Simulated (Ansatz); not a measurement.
A nudged elastic band was laid between two geometries of C2H6S2 (10 atoms, charge 0, multiplicity 1).

Level of theory: RKS PBE/STO-3G (Ansatz).

| Item | Value |
| --- | --- |
| movable images | 7 |
| climbing image | from the first iteration |
| spring | 5.0 eV/Å² |
| optimiser | fire |
| start path | through a guess of the saddle point |
| force threshold | 0.03 eV/Å |
| iteration limit | 60 |
| end points | relaxed |

Image 0:

```xyz
10
Properties=species:S:1:pos:R:3
S -1.508 0.358 -1.219
C -0.328 0.597 0.172
C 0.339 -0.759 0.581
S 1.244 -1.617 -0.763
H -1.967 1.650 -1.154
H -0.851 1.009 1.063
H 0.469 1.324 -0.103
H -0.449 -1.460 0.924
H 1.006 -0.567 1.450
H 2.129 -0.585 -0.948
```

Image 8:

```xyz
10
Properties=species:S:1:pos:R:3
S -1.620 0.936 -0.911
C -0.366 0.801 0.415
C 0.219 -0.653 0.547
S 0.829 -1.351 -1.039
H -0.888 0.030 -1.667
H -0.830 1.080 1.384
H 0.481 1.506 0.250
H -0.578 -1.340 0.899
H 1.025 -0.656 1.312
H 1.811 -0.404 -1.188
```

(1) What changes between the two ends?

(2) What energy profile does the band end with?

(3) What is the geometry of the highest image?

The band took 39 iterations and of the order of 14 core-minutes.

Results:

(1) No bond is made or broken. The dihedral H5–S1–C2–H7 goes from -66 to 86°.

(2) The run converged. The highest image is number 3 of 0 to 8, 0.9 kcal/mol above the first end and 4.1 kcal/mol above the last; the last end lies 3.1 kcal/mol below the first. Another band between the same ends (7 images) ends at a top of the same energy, where a vibrational analysis finds 1 clearly imaginary mode. Limits of this set-up: minimal basis.

```json
{"image": "0", "path coordinate (Å)": "0.00", "energy (kcal/mol)": "0.0", "dihedral H5–S1–C2–H7 (°)": "-66"}
{"image": "1", "path coordinate (Å)": "0.32", "energy (kcal/mol)": "0.2", "dihedral H5–S1–C2–H7 (°)": "-49"}
{"image": "2", "path coordinate (Å)": "0.65", "energy (kcal/mol)": "0.6", "dihedral H5–S1–C2–H7 (°)": "-31"}
{"image": "3", "path coordinate (Å)": "0.98", "energy (kcal/mol)": "0.9", "dihedral H5–S1–C2–H7 (°)": "-12"}
{"image": "4", "path coordinate (Å)": "1.36", "energy (kcal/mol)": "0.6", "dihedral H5–S1–C2–H7 (°)": "10"}
{"image": "5", "path coordinate (Å)": "1.75", "energy (kcal/mol)": "-0.4", "dihedral H5–S1–C2–H7 (°)": "32"}
{"image": "6", "path coordinate (Å)": "2.14", "energy (kcal/mol)": "-1.4", "dihedral H5–S1–C2–H7 (°)": "52"}
{"image": "7", "path coordinate (Å)": "2.54", "energy (kcal/mol)": "-2.4", "dihedral H5–S1–C2–H7 (°)": "70"}
{"image": "8", "path coordinate (Å)": "2.94", "energy (kcal/mol)": "-3.1", "dihedral H5–S1–C2–H7 (°)": "86"}
```

(3) 
```xyz
10
Properties=species:S:1:pos:R:3
S -1.802 0.401 -0.885
C -0.398 0.591 0.293
C 0.326 -0.769 0.589
S 1.189 -1.512 -0.847
H -1.440 1.478 -1.649
H -0.756 1.006 1.262
H 0.338 1.314 -0.114
H -0.426 -1.512 0.925
H 1.027 -0.613 1.439
H 2.025 -0.437 -1.010
```

Time of the run: 15 min on 1 thread of Intel(R) Xeon(R) Processor @ 2.50GHz (Skylake/Cascade Lake) (shared host), peak memory 0.1 GiB.
